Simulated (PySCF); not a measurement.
## Working out the ionisation energy of N

N [He] 2s2 2p3 (4S) → N⁺ [He] 2s2 2p2 (3P). Calculation: PySCF 2.14, in Sapporo-DZP-2012 (4s3p1d, 18 functions); scalar relativity by spin-free X2C-1e. Frozen: 1s2. Energies in hartree (1 hartree = 27.21139 eV):

| part | N (lower) | N⁺ (upper) |
| --- | --- | --- |
| UHF | -54.415177 | -53.905488 |
| CCSD correlation | -0.095688 | -0.081758 |
| (T) | -0.000825 | -0.000866 |

Question: What does Hartree-Fock give?

Answer: (-53.905488) − (-54.415177) = 0.509689 hartree = 13.869 eV.

Question: What do CCSD and CCSD(T) give?

Answer: The CCSD correlation energies differ by 0.013930 hartree = 0.379 eV and the triples by -0.000041 hartree = -0.001 eV, so CCSD gives 14.248 eV and CCSD(T) 14.247 eV.

Measured between the centres of the two terms (NIST): 14.545 eV, so CCSD(T) (valence) is off by -0.298 eV.

A double-zeta basis recovers only part of the correlation energy.

What remains against the reference includes basis incompleteness, the frozen core and higher excitations.
